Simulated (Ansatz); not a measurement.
Species: CHCl₃, SMILES `ClC(Cl)Cl` (charge 0, multiplicity 1).

Question: Give a relaxed geometry from PBE0-D4/def2-TZVP in Ansatz (an electronic-structure program).

Answer: the end point of this relaxation (outside a Z-matrix the atoms follow the SMILES, hydrogens last).
Z-matrix (Å, degrees):
```
C
H 1 1.0846
Cl 1 1.7591 2 107.73
Cl 1 1.7591 2 107.73 3 120.00
Cl 1 1.7591 2 107.73 3 -120.00
```
